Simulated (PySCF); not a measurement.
C3H7, SMILES C[CH]C, multiplicity 2. Atoms are numbered in the order given.

```xyz
10

C     -0.0027    -0.1973     1.2866
C      0.0449     0.5343     0.0000
C     -0.0027    -0.1973    -1.2866
H      0.2259     0.4487     2.1364
H      0.7031    -1.0362     1.2962
H     -0.9965    -0.6358     1.4725
H     -0.1014     1.6084     0.0000
H      0.2259     0.4487    -2.1364
H     -0.9965    -0.6358    -1.4725
H      0.7031    -1.0362    -1.2962
```
Charge 0, spin multiplicity 2.

Geometry: PBE0-D3(BJ)/def2-TZVP. The isomer is the one that the SMILES or the coordinates give; other isomers of the formula were not compared.

Computed with PBE0/pcH-1 (PySCF).

Unrestricted Kohn–Sham, ⟨S²⟩ = 0.755. Hyperfine tensors hold the contact and dipolar terms, without spin-orbit corrections.

Computed hyperfine couplings:
```
nucleus    A(iso) (MHz)  A(iso) (G)  dipolar principal values (MHz)
---------  ------------  ----------  ------------------------------
13C no. 1         -37.4       -13.4                 -1.7, -0.6, 2.3
13C no. 2         106.7        38.1             -79.9, -79.3, 159.2
13C no. 3         -37.4       -13.4                 -1.7, -0.6, 2.3
1H no. 4           14.8         5.3                 -5.1, -3.8, 8.9
1H no. 5           61.4        21.9                 -4.7, -4.3, 9.0
1H no. 6          136.8        48.8                 -4.6, -3.4, 8.0
1H no. 7          -68.7       -24.5               -38.5, -0.1, 38.6
1H no. 8           14.8         5.3                 -5.1, -3.8, 8.9
1H no. 9          136.8        48.8                 -4.6, -3.4, 8.0
1H no. 10          61.4        21.9                 -4.7, -4.3, 9.0
```

Question: And the g tensor (effective nuclear charges for spin-orbit coupling, GIAO)? (An estimate is asked for; the answer gives what the named calculation found.)

Answer: principal values 2.0022, 2.0029, 2.0031; isotropic 2.0027.
